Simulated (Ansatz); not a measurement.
# C₅H₁₀O: vertical ionisation energy

Aim: the vertical ionisation energy of C₅H₁₀O, as cation minus neutral at the neutral's geometry, on several levels, and how well −ε(HOMO) stands in for it.

Method: unrestricted cation, the program's frozen cores in correlated methods; program: Ansatz 0.2.0, Gaussian basis.

Plan: UKS PBE-D4/def2-TZVPP; UKS r2SCAN-D4/def2-TZVPP; UKS PBE0-D4/def2-TZVPP; UKS B3LYP-D4/def2-TZVPP; UKS wB97X-V/def2-TZVPP; UKS wB97M-V/def2-TZVPP; UKS B2PLYP/def2-TZVPP; UHF-CCSD(T)/def2-TZVPP; UHF-MP2/def2-QZVPP; extrapolation to the limit; then −ε(HOMO) from the neutral's earlier runs with LDA (SPW92), PBE-D4, revPBE-D4, BLYP-D4, r2SCAN-D4, B97M-V, PBE0-D4, B3LYP-D4, r2SCANh-D4, r2SCAN0-D4, HSE06-D4, BHLYP-D4, CAM-B3LYP-D4, LC-ωPBE, ωB97X-V, ωB97M-V.

### 1 The relaxed structure

All runs share one geometry, relaxed beforehand with PBE0-D4 in a triple-zeta def2 set.

SMILES `OC1CCCC1`, 16 atoms, charge 0, spin multiplicity 1.

Atoms are counted from 1 here; the program's logs count them from 0.

Bond lengths: O1–C2 1.419 Å, O1–H7 0.961 Å, C2–C3 1.539 Å, C2–C6 1.526 Å, C2–H8 1.091 Å, C3–C4 1.544 Å, C3–H9 1.092 Å, C3–H10 1.092 Å, C4–C5 1.532 Å, C4–H11 1.092 Å, C4–H12 1.093 Å, C5–C6 1.525 Å, C5–H13 1.097 Å, C5–H14 1.091 Å, C6–H15 1.096 Å, C6–H16 1.091 Å. Angles: C2–O1–H7 108.4°, O1–C2–C3 112.4°, O1–C2–C6 111.9°, O1–C2–H8 104.4°, C3–C2–C6 104.0°, C3–C2–H8 112.1°, C6–C2–H8 112.3°, C2–C3–C4 106.5°, C2–C3–H9 109.1°, C2–C3–H10 110.7°, C4–C3–H9 112.9°, C4–C3–H10 111.0°, H9–C3–H10 106.7°, C3–C4–C5 105.4°, C3–C4–H11 112.8°, C3–C4–H12 110.1°, C5–C4–H11 112.6°, C5–C4–H12 109.4° and more.

### 2 Cation, UKS PBE-D4/def2-TZVPP

in.yaml reads:

```yaml
crystal:
  periodic: [false, false, false]
  atoms:
    - {symbol: O, position_ang: [0.393430, 2.036285, 0.515518]}
    - {symbol: C, position_ang: [0.337178, 0.682523, 0.935998]}
    - {symbol: C, position_ang: [1.266419, -0.227247, 0.113509]}
    - {symbol: C, position_ang: [0.366680, -0.977733, -0.891679]}
    - {symbol: C, position_ang: [-1.025265, -0.357729, -0.733413]}
    - {symbol: C, position_ang: [-1.048900, 0.079098, 0.727085]}
    - {symbol: H, position_ang: [0.155992, 2.074865, -0.415142]}
    - {symbol: H, position_ang: [0.620611, 0.713366, 1.989418]}
    - {symbol: H, position_ang: [2.028235, 0.385578, -0.372969]}
    - {symbol: H, position_ang: [1.795977, -0.927156, 0.763745]}
    - {symbol: H, position_ang: [0.737691, -0.918326, -1.916629]}
    - {symbol: H, position_ang: [0.322989, -2.039672, -0.635444]}
    - {symbol: H, position_ang: [-1.139284, 0.512890, -1.390713]}
    - {symbol: H, position_ang: [-1.830960, -1.046634, -0.993449]}
    - {symbol: H, position_ang: [-1.163427, -0.800178, 1.370831]}
    - {symbol: H, position_ang: [-1.840366, 0.787472, 0.977835]}
basis:
  gaussian: {orbitals: def2-TZVPP}
total_charge: 1
magnetization: {spin_polarized: true, initial_magnetization: 1}
hamiltonian: {xc: pbe, dispersion: d4}
```

Command:

```sh
$ ansatz run in.yaml --threads 2 --pin off --events-out ev --progress --plain --max-ram 32768MiB --backend cpu
```

The runs that follow: Cation, UKS r2SCAN-D4/def2-TZVPP; Cation, UKS PBE0-D4/def2-TZVPP; Cation, UKS B3LYP-D4/def2-TZVPP; Cation, UKS wB97X-V/def2-TZVPP; Cation, UKS wB97M-V/def2-TZVPP; Cation, UKS B2PLYP (frozen core)/def2-TZVPP; Cation, UHF-CCSD(T)/def2-TZVPP; Cation, UHF-MP2/def2-QZVPP.

Q: Predict the results of all the runs planned. Wanted: ionisation energy, CCSD(T)/CBS; nearest functional by difference; nearest −ε(HOMO); −ε(HOMO) of PBE; T1 of the cation.

As calculated:

```
                        quantity               value
  ionisation energy, CCSD(T)/CBS            10.29 eV
nearest functional by difference  ωB97X-V (-0.29 eV)
                nearest −ε(HOMO)  LC-ωPBE (+0.09 eV)
                 −ε(HOMO) of PBE             5.97 eV
                T1 of the cation               0.036
```

**Reading.** Energy differences with functionals land within 0.85 eV of the reference. The PBE orbital energy is 4.3 eV too small: a semilocal HOMO is no ionisation energy. Among orbital estimates LC-ωPBE comes nearest. Hartree-Fock falls 1.24 eV short, as the neutral has more correlation energy than the cation. The cation's T1 (from the report) is 0.036, near the customary mark of 0.045 for open shells, so the coupled-cluster value is less safe.
